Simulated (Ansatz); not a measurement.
A calculation with Ansatz (development build ahead of 0.2.0).

```yaml
crystal:
  periodic: [false, false, false]
  atoms:
    - { symbol: "N", position_ang: [-0.06464, -0.07355, 0.18121] }
    - { symbol: O, position_ang: [-0.13376, 0.99144, 0.35795] }
    - { symbol: O, position_ang: [2.95162, 0.00777, -0.04861] }
    - { symbol: H, position_ang: [3.12538, 0.83748, 0.35638] }
    - { symbol: H, position_ang: [3.68221, -0.12045, -0.63547] }
basis:
  gaussian: { orbitals: def2-SVP }
magnetization:
  spin_polarized: true
  initial_magnetization: 1
hamiltonian:
  xc: hf
correlation:
  method: mp2
  frozen_orbitals: { H: 0, "N": 1, O: 1 }
output:
  forces: true
```

The input is written out in the form of the current development build from the run's settings.

The run gave:

* Converged: yes
* Reference energy: -205.10267 hartree
* Correlation energy: -0.50654 hartree
* Total energy: -205.60922 hartree
* Spin squared of the determinant: 0.760
* Stability test: minimum

Forces (eV/Å):
```csv
atom,Fx,Fy,Fz
N1,0.657,-10.981,-1.821
O2,-0.643,10.947,1.807
O3,-1.045,-1.053,0.028
H4,0.323,1.171,0.545
H5,0.708,-0.082,-0.558
```

Caution: MP2 forces lie far from those of the mean fields.
